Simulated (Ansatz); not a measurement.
We consider bcc Na, described by PBEsol (Ansatz, a program for electronic structure, plane waves, PAW).

Input:

Ansatz 0.2 input:
```yaml
crystal:
  lattice:
    - [-2.1437, 2.1437, 2.1437]
    - [2.1437, -2.1437, 2.1437]
    - [2.1437, 2.1437, -2.1437]
  atoms:
    - { symbol: Na, position: [0.0, 0.0, 0.0] }
basis:
  ecutwfc: 520
  ecutrho_ratio: 4
  xc_grid: 2
kpoints:
  mp_grid: { grid: [18, 18, 18] }
hamiltonian:
  xc: pbesol
  dispersion: none
  pseudopotentials: { kind: paw }
scf:
  occupations: { method: fermi_dirac, width: 0.05 }
  convergence: { dr2_threshold: 0.0000000001 }
output:
  forces: false
  stress: true
  eigenvalues: true
```

Task: How many irreducible k-points, plane waves at Γ does the program set up, and what pressure does the run end with?

Result: 195 irreducible k-points, 1055 plane waves at Γ; P = -0.56 GPa, so the cell is stretched on average and its volume would shrink at this level.

From the output:

```
Crystal: 1 atoms, lattice volume = 39.405 Å³
Basis set: ecut = 520 eV, 1055 PW (Γ), exchange–correlation on 60×60×60 points (8 copies of the dense FFT grid, shifted against one another)
Bands: 9, of which v1, the nominal top of the filled ones, is band 5 counted from 1 (4 counted from 0)
Symmetry: 48 space group operations
Space group: Im-3m (ITA 229), of the structure as read, at distance tolerance 3.4e-5 Å
k-points: 195 of 5832
Functional: x = pbesol(κ = 0.804, μ = 0.12345679012345678), c = pbesol(β = 0.046)
SCF iter   1: F=—  HF=-1475.866381 eV  |F-HF|=—  |Δ(HF+E_count)|=         —  Δρ=1.62e-3  dr2=4.35e-4
SCF iter   2: F=—  HF=-1475.865883 eV  |F-HF|=—  |Δ(HF+E_count)|=   4.98e-4  Δρ=5.68e-4  dr2=7.25e-5
  ...
SCF iter   7: F=—  HF=-1475.865882 eV  |F-HF|=—  |Δ(HF+E_count)|=   7.52e-9  Δρ=1.20e-6  dr2=3.03e-10
SCF iter   8: F=-1475.865882 eV  HF=-1475.865882 eV  |F-HF|=9.09e-13  |Δ(HF+E_count)|=  5.48e-11  Δρ=7.03e-8  dr2=1.30e-12
SCF 1 converged in 8 iterations: F = -1475.865882 eV  dr2 = 1.30e-12
SCF converged after 8 iterations
Free energy (F): -1475.865882 eV
Internal energy: -1475.861985 eV  (E = F + TS)
E sigma→0 (E₀):  -1475.863933 eV
Fermi energy:    1.466182 eV
--- Stress (GPa, compression-positive) ---
       -0.559464      -0.000000      -0.000000
       -0.000000      -0.559464      -0.000000
        0.000000      -0.000000      -0.559464
  P = ⅓ Tr σ = -0.5595 GPa (-5.595 kbar)
```

The PAW data were made under PBE.

Note: cell and atoms aren't relaxed at this level (pressure -0.6 GPa).
